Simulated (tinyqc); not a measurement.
Worked calculation (part 2 of 2): CCD on RHF in the sto-3g basis, frozen core, for CH3+, spin multiplicity 1. Computed by tinyqc, a small Python program that keeps every step (integrals from PySCF). Command: `OMP_NUM_THREADS=1 python tinyqc.py 30402 30403 out.jsonl` (the two numbers bound the seeds that draw the settings). One thread of a shared host (Intel(R) Xeon(R) Processor @ 2.60GHz), about 0.1 s of CPU time with the checks.

Geometry (angstrom):

| atom | x | y | z |
|---|---|---|---|
| C | 0.000000 | 0.000000 | 0.045000 |
| H | 1.042000 | 0.000000 | 0.000000 |
| H | -0.521000 | 0.902000 | 0.000000 |
| H | -0.521000 | -0.902000 | 0.000000 |

## Iteration 7 (converged): orbitals

converged F (hartree):
```
             1C 1s      1C 2s     1C 2px     1C 2py     1C 2pz      2H 1s      3H 1s      4H 1s
1C 1s   -11.609506  -3.107555   0.000010   0.000000  -0.000531  -0.883201  -0.883905  -0.883905
1C 2s    -3.107555  -1.989230   0.000126   0.000000   0.020457  -0.993684  -0.994148  -0.994148
1C 2px    0.000010   0.000126  -0.836845   0.000000  -0.000014  -0.651741   0.326067   0.326067
1C 2py    0.000000   0.000000   0.000000  -0.836861   0.000000   0.000000  -0.564495   0.564495
1C 2pz   -0.000531   0.020457  -0.000014   0.000000  -0.259155   0.025436   0.025455   0.025455
2H 1s    -0.883201  -0.993684  -0.651741   0.000000   0.025436  -0.880807  -0.326325  -0.326325
3H 1s    -0.883905  -0.994148   0.326067  -0.564495   0.025455  -0.326325  -0.881222  -0.326621
4H 1s    -0.883905  -0.994148   0.326067   0.564495   0.025455  -0.326325  -0.326621  -0.881222
```

X:
```
            1C 1s      1C 2s     1C 2px     1C 2py     1C 2pz      2H 1s      3H 1s      4H 1s
1C 1s    1.028609  -0.170756   0.000011   0.000000   0.001629   0.026112   0.026115   0.026115
1C 2s   -0.170756   1.511908  -0.000218   0.000000  -0.019218  -0.380534  -0.380858  -0.380858
1C 2px   0.000011  -0.000218   1.222486   0.000000   0.000010  -0.384010   0.192177   0.192177
1C 2py   0.000000   0.000000   0.000000   1.222510   0.000000   0.000000  -0.332713   0.332713
1C 2pz   0.001629  -0.019218   0.000010   0.000000   1.000757   0.015041   0.015057   0.015057
2H 1s    0.026112  -0.380534  -0.384010   0.000000   0.015041   1.313877  -0.038156  -0.038156
3H 1s    0.026115  -0.380858   0.192177  -0.332713   0.015057  -0.038156   1.314210  -0.038150
4H 1s    0.026115  -0.380858   0.192177   0.332713   0.015057  -0.038156  -0.038150   1.314210
```

Diagonalise F' = X^T F X, C = X C', fill 4 alpha and 4 beta electrons from the bottom; D = 2 C_occ C_occ^T. Each column has its largest component positive (the first on a tie).

F' = X^T F X (hartree):
```
            1          2          3          4          5          6          7          8
1  -11.368619  -1.586436  -0.000010   0.000000   0.000034  -0.146845  -0.147088  -0.147088
2   -1.586436  -0.859883  -0.000109   0.000000  -0.004753  -0.484430  -0.484720  -0.484720
3   -0.000010  -0.000109  -0.455083   0.000000  -0.000001  -0.540617   0.270463   0.270463
4    0.000000   0.000000   0.000000  -0.455080   0.000000   0.000000  -0.468310   0.468310
5    0.000034  -0.004753  -0.000001   0.000000  -0.258054   0.017580   0.017598   0.017598
6   -0.146845  -0.484430  -0.540617   0.000000   0.017580  -0.259931  -0.076232  -0.076232
7   -0.147088  -0.484720   0.270463  -0.468310   0.017598  -0.076232  -0.259848  -0.076244
8   -0.147088  -0.484720   0.270463   0.468310   0.017598  -0.076232  -0.076244  -0.259848
```

orbital energies (hartree): MO1 -11.615474, MO2 -1.313681, MO3 -0.995399, MO4 -0.995384, MO5 -0.259044, MO6 0.289296, MO7 0.356627, MO8 0.356716

coefficients C:
```
              MO1        MO2        MO3        MO4        MO5        MO6        MO7        MO8
1C 1s    0.992811  -0.235063   0.000000  -0.000072  -0.012470  -0.219449   0.000845   0.000000
1C 2s    0.033457   0.715193   0.000000   0.000308   0.063207   1.494541  -0.006102   0.000000
1C 2px  -0.000005  -0.000205   0.000000   0.649824  -0.000009   0.004036   1.137328   0.000000
1C 2py   0.000000   0.000000   0.649817   0.000000   0.000000   0.000000   0.000000   1.137394
1C 2pz  -0.000397  -0.012996   0.000000   0.000006   0.997999  -0.079977   0.000318   0.000000
2H 1s   -0.006692   0.181223   0.000000   0.400346  -0.019781  -0.793452  -1.095099   0.000000
3H 1s   -0.006697   0.181390   0.346697  -0.200083  -0.019767  -0.787476   0.552290  -0.951282
4H 1s   -0.006697   0.181390  -0.346697  -0.200083  -0.019767  -0.787476   0.552290   0.951282
```

D after iteration 7:
```
            1C 1s      1C 2s     1C 2px     1C 2py     1C 2pz      2H 1s      3H 1s      4H 1s
1C 1s    2.081856  -0.269799  -0.000007   0.000000   0.005322  -0.098543  -0.098545  -0.098545
1C 2s   -0.269799   1.025240   0.000107   0.000000  -0.018616   0.259017   0.258886   0.258886
1C 2px  -0.000007   0.000107   0.844542   0.000000   0.000014   0.520234  -0.260112  -0.260112
1C 2py   0.000000   0.000000   0.000000   0.844524   0.000000   0.000000   0.450579  -0.450579
1C 2pz   0.005322  -0.018616   0.000014   0.000000   0.000338  -0.004700  -0.004712  -0.004712
2H 1s   -0.098543   0.259017   0.520234   0.000000  -0.004700   0.386327  -0.094372  -0.094372
3H 1s   -0.098545   0.258886  -0.260112   0.450579  -0.004712  -0.094372   0.386359  -0.094436
4H 1s   -0.098545   0.258886  -0.260112  -0.450579  -0.004712  -0.094372  -0.094436   0.386359
```

Within a degenerate level the vectors are fixed only up to a rotation; this is one choice.

## Convergence

Stop when the energy changes by less than 1e-10 hartree and every element of the error matrix X^T (F D S - S D F) X is below 3e-06.

Course of the cycle:

| iteration | E (hartree) | change | largest element of the error matrix |
|---|---|---|---|
| 1 | -36.87591087 | - | 7.87e-01 |
| 2 | -38.76160258 | -1.89e+00 | 7.16e-02 |
| 3 | -38.76257698 | -9.74e-04 | 3.93e-03 |
| 4 | -38.76259777 | -2.08e-05 | 7.14e-04 |
| 5 | -38.76259849 | -7.20e-07 | 1.41e-05 |
| 6 | -38.76259849 | -2.55e-10 | 2.36e-06 |
| 7 | -38.76259849 | -6.50e-12 | 3.12e-07 |

PySCF RHF in the same basis = -38.76259849 hartree

Converged in 7 iterations.

## Populations, bond orders and dipole

overlap S:
```
           1C 1s     1C 2s     1C 2px     1C 2py     1C 2pz      2H 1s      3H 1s      4H 1s
1C 1s   1.000000  0.248362   0.000000   0.000000   0.000000   0.069503   0.069558   0.069558
1C 2s   0.248362  1.000000   0.000000   0.000000   0.000000   0.518122   0.518325   0.518325
1C 2px  0.000000  0.000000   1.000000   0.000000   0.000000   0.482428  -0.241349  -0.241349
1C 2py  0.000000  0.000000   0.000000   1.000000   0.000000   0.000000   0.417843  -0.417843
1C 2pz  0.000000  0.000000   0.000000   0.000000   1.000000  -0.020834  -0.020846  -0.020846
2H 1s   0.069503  0.518122   0.482428   0.000000  -0.020834   1.000000   0.162922   0.162922
3H 1s   0.069558  0.518325  -0.241349   0.417843  -0.020846   0.162922   1.000000   0.163074
4H 1s   0.069558  0.518325  -0.241349  -0.417843  -0.020846   0.162922   0.163074   1.000000
```

Mulliken: Z minus the diagonal of D S on the atom; Loewdin: the same with S^(1/2) D S^(1/2); Mayer order: 2 sum_s sum (D(s) S)_ij (D(s) S)_ji over the two atoms.

Charges (e):

| atom | Mulliken | Loewdin |
|---|---|---|
| 1C | 0.202129 | 0.458952 |
| 2H | 0.265997 | 0.180420 |
| 3H | 0.265937 | 0.180314 |
| 4H | 0.265937 | 0.180314 |

Mayer bond orders:

| pair | order |
|---|---|
| 2-1 | 0.925214 |
| 3-1 | 0.925249 |
| 3-2 | 0.002016 |
| 4-1 | 0.925249 |
| 4-2 | 0.002016 |
| 4-3 | 0.002013 |

dipole moment about the origin, x y z (debye): 0.000312  0.000000  0.160500

## Integrals over molecular orbitals

core Hamiltonian H = T + V (hartree):
```
             1C 1s      1C 2s     1C 2px     1C 2py     1C 2pz      2H 1s      3H 1s      4H 1s
1C 1s   -19.284079  -4.656240   0.000018   0.000000   0.002396  -1.313674  -1.314731  -1.314731
1C 2s    -4.656240  -6.187134   0.000144   0.000000   0.023839  -2.849744  -2.851155  -2.851155
1C 2px    0.000018   0.000144  -5.208767   0.000000  -0.000007  -2.279811   1.140702   1.140702
1C 2py    0.000000   0.000000   0.000000  -5.208756   0.000000   0.000000  -1.974802   1.974802
1C 2pz    0.002396   0.023839  -0.000007   0.000000  -5.002907   0.104585   0.104653   0.104653
2H 1s    -1.313674  -2.849744  -2.279811   0.000000   0.104585  -4.017703  -0.871364  -0.871364
3H 1s    -1.314731  -2.851155   1.140702  -1.974802   0.104653  -0.871364  -4.018672  -0.872175
4H 1s    -1.314731  -2.851155   1.140702   1.974802   0.104653  -0.871364  -0.872175  -4.018672
```

Given earlier and not repeated: Two-electron integrals (ij|kl) in chemists' order.

(pq|rs) = sum C_ip C_jq C_kr C_ls (ij|kl), one index at a time.

one-electron integrals over orbitals h = C^T H C (hartree):
```
            1          2          3          4          5          6          7          8
1  -19.268574   0.376689   0.000000   0.000122   0.022522   0.322087  -0.001230   0.000000
2    0.376689  -5.117864   0.000000   0.000085  -0.011825  -0.839225   0.003477   0.000000
3    0.000000   0.000000  -4.735480   0.000000   0.000000   0.000000   0.000000  -0.890276
4    0.000122   0.000085   0.000000  -4.735312  -0.000018  -0.003671  -0.890505   0.000000
5    0.022522  -0.011825   0.000000  -0.000018  -5.000046   0.055264  -0.000193   0.000000
6    0.322087  -0.839225   0.000000  -0.003671   0.055264  -3.650592  -0.000839   0.000000
7   -0.001230   0.003477   0.000000  -0.890505  -0.000193  -0.000839  -3.886286   0.000000
8    0.000000   0.000000  -0.890276   0.000000   0.000000   0.000000   0.000000  -3.886347
```

Two-electron integrals over orbitals (pq|rs), unique and non-zero (hartree); the lowest 1 orbital is frozen and left out:
```
(22|22) 0.530450    (32|32) 0.123772    (33|22) 0.519118    (33|33) 0.560201
(42|22) -0.000092   (42|33) -0.043667   (42|42) 0.123722    (43|32) -0.043639
(43|43) 0.041246    (44|22) 0.519044    (44|33) 0.477612    (44|42) 0.043711
(44|44) 0.560217    (52|22) -0.002468   (52|33) -0.000152   (52|42) -5.06e-07
(52|44) -0.000153   (52|52) 0.100772    (53|32) -0.000302   (53|43) 0.000993
(53|53) 0.025546    (54|22) 7.98e-07    (54|33) 0.000995    (54|42) -0.000303
(54|44) -0.000993   (54|52) 0.000023    (54|54) 0.025544    (55|22) 0.559637
(55|33) 0.523116    (55|42) 5.60e-07    (55|44) 0.523094    (55|52) 0.012096
(55|54) 0.000006    (55|55) 0.672982    (62|22) 0.079032    (62|33) 0.057785
(62|42) 0.000072    (62|44) 0.057631    (62|52) -0.002364   (62|54) 0.000011
(62|55) 0.129422    (62|62) 0.071697    (63|32) -0.025086   (63|43) 0.030121
(63|53) 0.001403    (63|63) 0.053822    (64|22) 0.000369    (64|33) 0.030520
(64|42) -0.025463   (64|44) -0.029966   (64|52) 0.000020    (64|54) 0.001412
(64|55) 0.000511    (64|62) 0.000443    (64|64) 0.054234    (65|22) -0.007368
(65|33) -0.003749   (65|42) 0.000024    (65|44) -0.003729   (65|52) 0.072232
(65|54) 0.000092    (65|55) -0.001855   (65|62) -0.008061   (65|64) -0.000021
(65|65) 0.058855    (66|22) 0.477511    (66|33) 0.477436    (66|42) 0.000812
(66|44) 0.478174    (66|52) -0.009606   (66|54) -0.000017   (66|55) 0.488509
(66|62) 0.035498    (66|64) -0.000231   (66|65) -0.009477   (66|66) 0.473079
(72|22) -0.000336   (72|33) 0.021327    (72|42) 0.014820    (72|44) -0.021795
(72|52) 0.000006    (72|54) 0.002885    (72|55) -0.000530   (72|62) -0.000125
(72|64) 0.042672    (72|65) 0.000033    (72|66) -0.000237   (72|72) 0.048012
(73|32) 0.050978    (73|43) -0.014090   (73|53) -0.001060   (73|63) -0.026560
(73|73) 0.038383    (74|22) 0.084664    (74|33) 0.082171    (74|42) -0.050762
(74|44) 0.054369    (74|52) 0.005469    (74|54) 0.001054    (74|55) 0.122072
(74|62) 0.072425    (74|64) 0.026785    (74|65) -0.002170   (74|66) 0.033294
(74|72) 0.004665    (74|74) 0.117372    (75|22) 0.000022    (75|33) -0.002403
(75|42) 0.006557    (75|44) 0.002433    (75|52) -0.000285   (75|54) 0.018122
(75|55) 3.64e-06    (75|62) 0.000034    (75|64) -0.002247   (75|65) -0.000159
(75|66) 0.000081    (75|72) 0.000968    (75|74) -0.002908   (75|75) 0.018351
(76|22) 2.08e-06    (76|33) -0.049076   (76|42) 0.109290    (76|44) 0.049309
(76|52) 0.000039    (76|54) -0.001903   (76|55) 0.000048    (76|62) 0.000019
(76|64) -0.048522   (76|65) 0.000052    (76|66) 0.000975    (76|72) -0.010967
(76|74) -0.057731   (76|75) 0.006024    (76|76) 0.125301    (77|22) 0.504153
(77|33) 0.472594    (77|42) 0.029880    (77|44) 0.540520    (77|52) 0.000841
(77|54) -0.001886   (77|55) 0.510099    (77|62) 0.050738    (77|64) -0.040515
(77|65) -0.002003   (77|66) 0.484696    (77|72) -0.031322   (77|74) 0.042942
(77|75) 0.001731    (77|76) 0.047773    (77|77) 0.553238    (82|32) 0.014767
(82|43) 0.021590    (82|53) 0.002885    (82|63) 0.042651    (82|73) -0.005290
(82|82) 0.048020    (83|22) 0.084567    (83|33) 0.054266    (83|42) 0.050898
(83|44) 0.082277    (83|52) 0.005469    (83|54) -0.001053   (83|55) 0.122043
(83|62) 0.072399    (83|64) -0.026309   (83|65) -0.002147   (83|66) 0.034150
(83|72) -0.005401   (83|74) 0.045739    (83|75) 0.002932    (83|76) 0.058097
(83|77) 0.075976    (83|83) 0.117574    (84|32) 0.050901    (84|43) -0.013976
(84|53) -0.001054   (84|63) -0.026362   (84|73) 0.033842    (84|82) -0.005114
(84|84) 0.038190    (85|32) 0.006557    (85|43) -0.002413   (85|53) 0.018120
(85|63) -0.002224   (85|73) 0.002932    (85|82) 0.000967    (85|84) 0.002925
(85|85) 0.018349    (86|32) 0.109078    (86|43) -0.048863   (86|53) -0.001887
(86|63) -0.047758   (86|73) 0.058047    (86|82) -0.010770   (86|84) 0.057875
(86|85) 0.006009    (86|86) 0.124546    (87|32) -0.031148   (87|43) 0.034507
(87|53) 0.001908    (87|63) 0.041171    (87|73) -0.017411   (87|82) 0.031248
(87|84) -0.017248   (87|85) -0.001791   (87|86) -0.048780   (87|87) 0.042353
(88|22) 0.504211    (88|33) 0.540905    (88|42) -0.030731   (88|44) 0.472212
(88|52) 0.000841    (88|54) 0.001903    (88|55) 0.510119    (88|62) 0.050956
(88|64) 0.041371    (88|65) -0.002018   (88|66) 0.483968    (88|72) 0.030980
(88|74) 0.076299    (88|75) -0.001763   (88|76) -0.048550   (88|77) 0.470365
(88|83) 0.042342    (88|88) 0.553989
```

## CCD: starting amplitudes

t_ij^ab = <ij||ab> / (e_i + e_j - e_a - e_b), whose energy is MP2.

Starting amplitudes (spin orbitals 1a, 1b, ...; amplitudes related by a flip of all spins are not repeated; the 24 largest):

| from | to | t |
|---|---|---|
| 2a 2b | 5a 5b | -0.047776 |
| 3a 3b | 8a 8b | -0.043478 |
| 4a 4b | 7a 7b | -0.043406 |
| 2a 4b | 6a 7b | -0.024510 |
| 2a 3b | 6a 8b | -0.024500 |
| 2a 2b | 6a 6b | -0.022364 |
| 4a 4b | 6a 6b | -0.021108 |
| 3a 3b | 6a 6b | -0.020947 |
| 3a 3b | 5a 5b | -0.017346 |
| 4a 4b | 5a 5b | -0.017346 |
| 3a 4b | 7b 8a | 0.016915 |
| 2a 4b | 6b 7a | 0.014441 |
| 2a 3b | 6b 8a | 0.014433 |
| 2a 2b | 8a 8b | -0.014374 |
| 2a 2b | 7a 7b | -0.014372 |
| 3a 3b | 7a 7b | -0.014195 |
| 4a 4b | 8a 8b | -0.014122 |
| 3a 4b | 7a 8b | -0.012515 |
| 4a 4b | 6a 7b | -0.010158 |
| 3a 3b | 6a 7b | 0.010073 |
| 2a 4a | 6a 7a | -0.010069 |
| 2a 3a | 6a 8a | -0.010067 |
| 3a 4b | 6a 8b | 0.009998 |
| 3a 4b | 6b 8a | -0.009978 |

correlation energy = -0.03779392 hartree

## CCD: amplitude update 1

t_ij^ab D_ij^ab are set to the remaining terms of the spin-orbital equations, evaluated with the old amplitudes; for the doubles these are <ij||ab> + 1/2 <ab||ef> t_ij^ef + 1/2 <mn||ij> t_mn^ab + P(ij)P(ab) <mb||ej> t_im^ae + terms in t^2, D the orbital-energy denominators.

Amplitudes after update 1 (spin orbitals 1a, 1b, ...; amplitudes related by a flip of all spins are not repeated; the 24 largest):

| from | to | t |
|---|---|---|
| 2a 2b | 5a 5b | -0.063378 |
| 3a 3b | 8a 8b | -0.055724 |
| 4a 4b | 7a 7b | -0.055629 |
| 2a 4b | 6a 7b | -0.031114 |
| 2a 3b | 6a 8b | -0.031094 |
| 4a 4b | 6a 6b | -0.027003 |
| 3a 3b | 6a 6b | -0.026786 |
| 2a 2b | 6a 6b | -0.026229 |
| 3a 4b | 7b 8a | 0.021298 |
| 3a 3b | 5a 5b | -0.020761 |
| 4a 4b | 5a 5b | -0.020759 |
| 2a 4b | 6b 7a | 0.020707 |
| 2a 3b | 6b 8a | 0.020690 |
| 3a 4b | 7a 8b | -0.018338 |
| 2a 2b | 8a 8b | -0.017077 |
| 2a 2b | 7a 7b | -0.017075 |
| 3a 3b | 7a 7b | -0.016283 |
| 4a 4b | 8a 8b | -0.016186 |
| 4a 4b | 6a 7b | -0.013621 |
| 3a 3b | 6a 7b | 0.013517 |
| 3a 4b | 6a 8b | 0.013403 |
| 3a 4b | 6b 8a | -0.013389 |
| 2a 4a | 6a 7a | -0.010406 |
| 2a 3a | 6a 8a | -0.010404 |

correlation energy = -0.04833852 hartree

## CCD: convergence

E_corr = 1/4 sum <ij||ab> t_ij^ab; stop when the norm of the change is below 1e-8.

Course of the amplitude iterations:

| update | correlation energy (hartree) | norm of the change |
|---|---|---|
| 0 | -0.03779392 | - |
| 1 | -0.04833852 | 7.01e-02 |
| 2 | -0.05150538 | 2.31e-02 |
| 3 | -0.05251788 | 8.43e-03 |
| 4 | -0.05285942 | 3.43e-03 |
| 5 | -0.05298020 | 1.56e-03 |
| 6 | -0.05302484 | 7.67e-04 |
| 7 | -0.05304209 | 3.99e-04 |
| 8 | -0.05304907 | 2.14e-04 |
| 9 | -0.05305202 | 1.16e-04 |
| 10 | -0.05305332 | 6.41e-05 |
| 11 | -0.05305392 | 3.55e-05 |
| 12 | -0.05305421 | 1.97e-05 |
| 13 | -0.05305435 | 1.10e-05 |
| 14 | -0.05305442 | 6.11e-06 |
| 15 | -0.05305446 | 3.41e-06 |
| 16 | -0.05305448 | 1.90e-06 |
| 17 | -0.05305449 | 1.06e-06 |
| 18 | -0.05305449 | 5.93e-07 |
| 19 | -0.05305449 | 3.31e-07 |
| 20 | -0.05305450 | 1.85e-07 |
| 21 | -0.05305450 | 1.03e-07 |
| 22 | -0.05305450 | 5.78e-08 |
| 23 | -0.05305450 | 3.23e-08 |
| 24 | -0.05305450 | 1.80e-08 |
| 25 | -0.05305450 | 1.01e-08 |
| 26 | -0.05305450 | 5.63e-09 |

Converged amplitudes (spin orbitals 1a, 1b, ...; amplitudes related by a flip of all spins are not repeated; the 24 largest):

| from | to | t |
|---|---|---|
| 2a 2b | 5a 5b | -0.072160 |
| 3a 3b | 8a 8b | -0.061990 |
| 4a 4b | 7a 7b | -0.061885 |
| 2a 4b | 6a 7b | -0.033527 |
| 2a 3b | 6a 8b | -0.033502 |
| 4a 4b | 6a 6b | -0.029831 |
| 3a 3b | 6a 6b | -0.029590 |
| 2a 2b | 6a 6b | -0.028031 |
| 2a 4b | 6b 7a | 0.024332 |
| 2a 3b | 6b 8a | 0.024310 |
| 3a 4b | 7b 8a | 0.023308 |
| 3a 4b | 7a 8b | -0.022551 |
| 3a 3b | 5a 5b | -0.019003 |
| 4a 4b | 5a 5b | -0.018997 |
| 2a 2b | 8a 8b | -0.017889 |
| 2a 2b | 7a 7b | -0.017886 |
| 3a 3b | 7a 7b | -0.016345 |
| 4a 4b | 8a 8b | -0.016237 |
| 4a 4b | 6a 7b | -0.015053 |
| 3a 3b | 6a 7b | 0.014940 |
| 3a 4b | 6a 8b | 0.014798 |
| 3a 4b | 6b 8a | -0.014793 |
| 2a 4a | 6a 7a | -0.009195 |
| 2a 3a | 6a 8a | -0.009192 |

CCD total energy = -38.81565299 hartree

Converged in 26 updates.
